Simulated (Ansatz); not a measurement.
Isolated molecules relaxed with PBE0-D4/def2-TZVP in Ansatz; ΔE leaves out vibrations. CBS: MP2 limit from def2 TZ/QZ plus the TZ coupled-cluster correction, frozen cores. This one scheme is used for every species. DFT in def2-TZVPP. One conformer a species, not always the lowest.

Reaction (hydrogenolysis of a C–F bond): `C=CCF` + H₂ → `C=CC` + H–F

`C=CCF`:

Cartesian coordinates in Å:
```
C 0.969 0.517 -0.836
C -0.136 0.547 -0.109
C -0.673 -0.600 0.669
F 0.118 -1.720 0.549
H 1.305 1.391 -1.380
H 1.568 -0.383 -0.908
H -0.731 1.455 -0.042
H -0.738 -0.347 1.734
H -1.681 -0.861 0.324
```

H₂:

Z-matrix (Å, degrees):
```
H
H 1 0.746
```

`C=CC`:

```xyz
9

C    -1.099    0.789   -0.299
C    -0.395   -0.328   -0.178
C     1.009   -0.407    0.311
H    -0.677    1.754   -0.038
H    -2.120    0.780   -0.663
H    -0.862   -1.273   -0.453
H     1.080   -1.042    1.200
H     1.664   -0.853   -0.444
H     1.400    0.580    0.564
```

H–F:

```xyz
2

F    -0.374   -0.189    0.191
H     0.374    0.189   -0.191
```

CCSD(T)/CBS gives -109.8 kJ/mol.

Q: Another level gave -107.8 kJ/mol. Which?
A. CAM-B3LYP-D4/def2-TZVPP
B. SCS-MP2/def2-TZVPP
C. BLYP-D4/def2-TZVPP
D. r2SCAN0/def2-TZVPP

A: B. SCS-MP2/def2-TZVPP -107.8, CAM-B3LYP-D4 -96.7, r2SCAN0 -102.7, BLYP-D4 -91.8 kJ/mol.

Largest T1 diagnostic among the species: 0.011.

From r2SCAN to r2SCAN0 (25 % exact exchange), in def2-TZVPP and without D4, ΔE moves by −6.8 kJ/mol. Leaving LDA and LC-ωPBE aside and taking each functional with its dispersion term where it has one, the values, not all of them listed here, spread over 18.1 kJ/mol, from PBE-QIDH to BLYP-D4. In def2-TZVPP, CCSD(T) changes the Hartree–Fock value by −3.2 kJ/mol (the triples alone add +1.9 kJ/mol) and MP2 by −9.6 kJ/mol.
